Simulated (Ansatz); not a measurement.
**CF (doublet): from Hartree-Fock to the top rungs, cc-pVTZ**

Aim: climb from Hartree-Fock through coupled cluster and multireference methods for CF (doublet) at one geometry and basis, and see what each rung misses.

The runs use Ansatz 0.2.0, Gaussian basis; cc-pVTZ, core rule «outside noble gas», up to 2 orbitals frozen.

The runs, in order: UHF; CCSD(T) on ROHF; CCSD(T) on UHF; BCCD(T) on ROHF; CISD; CCSDT(Q) on ROHF; CCSDT(Q) on UHF; CASSCF and MRCISD+Q, 11 electrons in 8 orbitals; CASSCF and NEVPT2, 11 electrons in 8 orbitals.

5 further runs of the same task are left out: 5 set aside as unsound or not needed.

### Step 1. The system

The geometry is a PBE0/def2-TZVP stationary point (not a proven minimum) of the parent state, kept for this charge and spin.

2 atoms, charge 0, spin multiplicity 2.

Atoms are counted from 1 here; the program's logs count them from 0.

Bond lengths: C1–F2 1.316 Å.

### Step 2. UHF

The input, in.yaml:

```yaml
crystal:
  periodic: [false, false, false]
  atoms:
    - {symbol: C, position_ang: [0.000000, 0.000000, 0.000000]}
    - {symbol: F, position_ang: [0.000000, 0.000000, 1.315900]}
basis:
  gaussian: {orbitals: cc-pVTZ}
magnetization: {spin_polarized: true, initial_magnetization: 1}
hamiltonian: {xc: hf}
output: {orbitals: {seedname: orbitals}}
```

On the command line:

```sh
> ansatz run in.yaml --threads 1 --pin off --events-out ev --progress --plain --max-ram 3968MiB --backend cpu
```

The runs that follow: CCSD(T) on ROHF; CCSD(T) on UHF; BCCD(T) on ROHF; CISD; CCSDT(Q) on ROHF; CCSDT(Q) on UHF; CASSCF and MRCISD+Q, 11 electrons in 8 orbitals; CASSCF and NEVPT2, 11 electrons in 8 orbitals.

**Question.** What will the summary of the whole plan be? Wanted: UCCSDT(Q) below the RHF energy; RMP2 from UCCSDT(Q); UMP2 from UCCSDT(Q); RCCSD from UCCSDT(Q); RCCSD(T) from UCCSDT(Q); UCCSD(T) from UCCSDT(Q); RCCSDT(Q) from UCCSDT(Q); NEVPT2 valence from UCCSDT(Q); MRCISD+Q valence from UCCSDT(Q).

**Answer**, as computed:

| quantity | value |
| --- | --- |
| UCCSDT(Q) below the RHF energy | -10.5603 eV |
| RMP2 from UCCSDT(Q) | +17.71 kcal/mol |
| UMP2 from UCCSDT(Q) | +18.21 kcal/mol |
| RCCSD from UCCSDT(Q) | +9.28 kcal/mol |
| RCCSD(T) from UCCSDT(Q) | +0.77 kcal/mol |
| UCCSD(T) from UCCSDT(Q) | +0.78 kcal/mol |
| RCCSDT(Q) from UCCSDT(Q) | +0.18 kcal/mol |
| NEVPT2 valence from UCCSDT(Q) | +33.41 kcal/mol |
| MRCISD+Q valence from UCCSDT(Q) | +3.69 kcal/mol |
| levels within 1 kcal/mol (43 meV) | RCCSD(T), UCCSD(T), BCCD(T), RCCSDT, UCCSDT, RCCSDT(Q) |
| T1 diagnostic | 0.023 |
| effectively unpaired electrons | 1.01 |

In words: RCCSD(T) lands +0.77 kcal/mol from the yardstick (0.3 % of the correlation energy). One determinant dominates. Of the multireference levels listed MRCISD+Q valence comes nearest in total energy (+3.69 kcal/mol), which doesn't show that its space is the better one. These misses are within one basis, not against nature; the frozen cores of restricted and unrestricted runs differ, which can shift their rows.
